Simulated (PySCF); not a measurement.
Dissociation curve of SMILES C(=C)=C (C₃H₄). The C1–C4 bond (C1 also carries H, H; C4 carries C) is varied alone, starting from the PBE0/def2-TZVP optimised geometry. Each curve is given relative to its own lowest point near equilibrium.

| R / Å | A | B | C |
|---|---|---|---|
| 0.97 | 761.7 | 775.9 | 757.2 |
| 1.03 | 451.3 | 461.8 | 449.0 |
| 1.09 | 244.2 | 252.0 | 243.5 |
| 1.18 | 70.1 | 74.4 | 70.6 |
| 1.23 | 23.6 | 26.1 | 24.1 |
| 1.26 | 8.3 | 9.8 | 8.7 |
| 1.30 | 0.0 | 0.0 | 0.0 |
| 1.34 | 2.9 | 23.1 | 2.2 |
| 1.38 | 14.7 | 56.1 | 13.2 |
| 1.42 | 33.6 | 90.3 | 31.0 |
| 1.50 | 86.9 | 160.3 | 81.5 |
| 1.60 | 171.2 | 248.7 | 161.6 |
| 1.75 | 312.1 | 378.8 | 294.7 |
| 1.96 | 486.5 | 551.6 | 474.7 |
| 2.17 | 617.6 | 728.2 | 627.7 |
| 2.32 | 687.7 | 750.9 | 716.8 |
| 2.60 | 720.7 | 762.9 | 838.9 |
| 2.84 | — | — | 904.3 |

Energies in kJ/mol.

Q: Assign the columns to these levels of theory: PySCF with restricted B3LYP/cc-pVDZ; unrestricted M06-2X/cc-pVDZ in PySCF; unrestricted MP2 (frozen core)/6-31G*, spherical d run with PySCF.

A: A is UKS-M06-2X; B is UMP2/6-31G*; C is RKS-B3LYP.

A dash means that the run gave no value there, or that the column was ended at a point which the program doubted or which failed a test of continuity chosen for this set; such a test can also cut sound points.

The restricted form behind RKS-B3LYP keeps the bonding electrons paired and can't separate into open-shell fragments. The unrestricted solution behind UMP2/6-31G* changes between 3.88 and 4.50 Å, which can leave a kink. The unrestricted determinant behind UMP2/6-31G* is spin-contaminated at 1.34 to 3.88 Å (<S²> up to 1.4, against 0.00 for a pure singlet). The unrestricted determinant behind UKS-M06-2X is spin-contaminated at 1.96 to 4.50 Å (<S²> up to 1.2, against 0.00 for a pure singlet).
